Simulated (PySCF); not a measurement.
**AlO₂ + N₂ → AlN₂ + O₂**

Level: PBE0 in the def2-TZVP basis family, all electrons, no relativity, computed in PySCF with density fitting; open shells unrestricted.

```tsv
species	state and structure	E (Eh)	ZPE (kJ/mol)	H(298 K) − H(0) (kJ/mol)	S° (J/(mol K))
AlO₂	doublet, C2v, Al–O 1.925 Å (×2), O–O 1.326 Å; Al–O–O 69.8° (×2), O–Al–O 40.3°	-392.58463	12.9	11.4	259.4
N₂	singlet, D∞h, N–N 1.089 Å	-109.44629	14.9	8.7	191.4
AlN₂	doublet, C∞v, Al–N 1.982 Å, N–N 1.127 Å; Al–N–N 180.0°	-351.70336	16.2	12.7	256.0
O₂	triplet, D∞h, O–O 1.193 Å	-150.23561	10.3	8.7	204.9
```

(1) What is the electronic reaction energy?

(2) Add zero-point, thermal and entropy terms for 298.15 K and 1 bar.

Answers

(1) At PBE0/def2-TZVP, ΔE = 241.4 kJ/mol from the differences of the total energies times 2625.5, uphill. 

(2) ΔZPE = -1.3 and Δ[H(298) − H(0)] = 1.3 kJ/mol give ΔH° = 241.4 kJ/mol. ΔS° = 10.1 J/(mol K), so ΔG° = 241.4 − 298.15 × (0.0101) = 238 kJ/mol.

The structures come from searches over a few start shapes, so lower isomers are not excluded.
